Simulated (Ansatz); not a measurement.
## doublet C2N: levels of theory in one basis

```xyz
3

C     0.0000    0.0000   -1.4700
C     0.0000    0.0000    0.0000
N     0.0000    0.0000    1.2443
```

Basis set: def2-SVP (spherical functions). Correlated methods keep 3 orbitals frozen. Correlation on ROHF uses semicanonical orbitals with singles. Charge 0, multiplicity 2.

Computed with Ansatz (development build ahead of 0.2.0); each method stands on the lowest determinant of its kind that the runs found.

| method | E − E(ROHF) (eV) | <S²> of the determinant |
| --- | --- | --- |
| ROHF | 0.00 | – |
| UHF | -0.69 | 1.54 |
| UHF-MP2 | -8.89 | 1.54 |
| ROHF-CCSD(T) | -11.26 | – |
| UHF-CCSD(T) | -11.21 | 1.54 |

Problem. What does ROHF-MP2 give on the same scale?

Solution. -10.15 eV.

Problem. Is a single determinant a sound starting point here?

Solution. It is doubtful. Unrestricted orbitals lower Hartree–Fock by 0.69 eV and <S²> is 1.54 where a pure state has 0.75, a sign of strong static correlation.

Caution for ROHF, ROHF-MP2, ROHF-CCSD(T): an unrestricted determinant lies well below. Caution for UHF, UHF-MP2, UHF-CCSD(T): the unrestricted determinant is spin contaminated.
